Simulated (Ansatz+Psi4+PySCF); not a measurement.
Values are calculated unless marked as measured or tabulated.
## PySCF 2.14.0 run

```python
from pyscf import gto, scf, mp

# the (T+d) and (D+d) sets load through basis_set_exchange
mol = gto.M(atom="""
Cl 0.000000 0.000000 0.071110
H 0.000000 0.000000 -1.848860
""", basis={'Cl': 'cc-pv(t+d)z', 'H': 'cc-pvtz'}, charge=0, spin=0)
mf = scf.UHF(mol)
mf.kernel()
pt = mp.MP2(mf, frozen=5).run()
print(mf.e_tot, pt.e_corr, pt.e_tot)
```

The script is written out from the run's settings.

Results

```
Converged                       : yes
Reference energy                : -460.00145 hartree
Correlation energy              : -0.21340 hartree
Total energy                    : -460.21485 hartree
Spin squared of the determinant : 0.000
```

The reference isn't the lowest determinant (another lies 0.30 eV lower), but the same method gives a higher total on the lower determinant. Caution: bonds are stretched, where a single reference can fail.
